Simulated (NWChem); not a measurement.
C₃H₇, doublet; SMILES C[CH]C

Computed with NWChem. Spin-unrestricted. In the optimisation the excess spin sits in a' (Cs, its own frame). Structure relaxed at the B3LYP/6-31G* (spherical d), spin-unrestricted level. No stability test was run on the SCF state. Level: M06-2X/def2-SVP with SMD (1 M gas to 1 M solution), gas-phase geometry. Reactions with the solvent are ignored.

| solvent | dielectric constant | solvation free energy (kcal/mol) | cavity-dispersion-structure term (kcal/mol) | dipole in solution (D) |
|---|---|---|---|---|
| water | 78.4 | 1.8 | 2.7 | 0.35 |
| methanol | 32.6 | -1.2 | -0.3 | 0.34 |
| N,N-dimethylformamide | 37.2 | -1.0 | -0.1 | 0.34 |
| ethanol | 24.9 | -1.3 | -0.4 | 0.34 |
| acetone | 20.5 | -1.7 | -0.8 | 0.34 |
| anisole | 4.22 | -1.7 | -1.0 | 0.31 |
